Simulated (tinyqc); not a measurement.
Worked calculation: G0W0 on RHF in the sto-3g basis, for LiH, spin multiplicity 1. One step of it, computed by the program tinyqc.

Task: Orthogonalisation. S = U s U^T; symmetric (Loewdin) form X = U s^(-1/2) U^T, so that X^T S X = 1.

overlap S:
```
           1Li 1s    1Li 2s   1Li 2px   1Li 2py   1Li 2pz     2H 1s
1Li 1s   1.000000  0.241137  0.000000  0.000000  0.000000  0.053676
1Li 2s   0.241137  1.000000  0.000000  0.000000  0.000000  0.370385
1Li 2px  0.000000  0.000000  1.000000  0.000000  0.000000  0.000000
1Li 2py  0.000000  0.000000  0.000000  1.000000  0.000000  0.000000
1Li 2pz  0.000000  0.000000  0.000000  0.000000  1.000000  0.492826
2H 1s    0.053676  0.370385  0.000000  0.000000  0.492826  1.000000
```

Give: eigenvalues of S; X.

Result:

eigenvalues of S: 0.3759  0.8000  1.0000  1.0000  1.1741  1.6499

X:
```
          1Li 1s   1Li 2s  1Li 2px  1Li 2py  1Li 2pz    2H 1s
1Li 1s    1.0232  -0.1300   0.0000   0.0000  -0.0063   0.0118
1Li 2s   -0.1300   1.0975   0.0000   0.0000   0.0979  -0.2521
1Li 2px   0.0000   0.0000   1.0000   0.0000   0.0000   0.0000
1Li 2py   0.0000   0.0000   0.0000   1.0000   0.0000   0.0000
1Li 2pz  -0.0063   0.0979   0.0000   0.0000   1.1284  -0.3313
2H 1s     0.0118  -0.2521   0.0000   0.0000  -0.3313   1.2013
```
